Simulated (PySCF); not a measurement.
# Working out the electron affinity of F

F⁻ [Ne] (1S) → F [He] 2s2 2p5 (2P). All numbers are calculated (PySCF 2.14, the non-relativistic Hamiltonian (point nucleus), in aug-cc-pVDZ). Frozen: 1s2. Energies in hartree (1 hartree = 27.21139 eV):

```
            part  F⁻ (lower)   F (upper)
             UHF  -99.428282  -99.381092
CCSD correlation   -0.234408   -0.166657
             (T)   -0.005943   -0.002321
```

**Question.** What does Hartree-Fock give?

**Answer.** (-99.381092) − (-99.428282) = 0.047190 hartree = 1.284 eV.

**Question.** What do CCSD and CCSD(T) give?

**Answer.** The CCSD correlation energies differ by 0.067751 hartree = 1.844 eV and the triples by 0.003622 hartree = 0.099 eV, so CCSD gives 3.128 eV and CCSD(T) 3.227 eV.

A first-order spin-orbit estimate adds -0.016 eV to CCSD(T) (valence), giving 3.211 eV against 3.401 eV (measured; photodetachment measurements, as compiled on the Wikipedia data page of electron affinities).

A double-zeta basis recovers only part of the correlation energy.

What remains against the reference includes basis incompleteness, the frozen core and higher excitations.
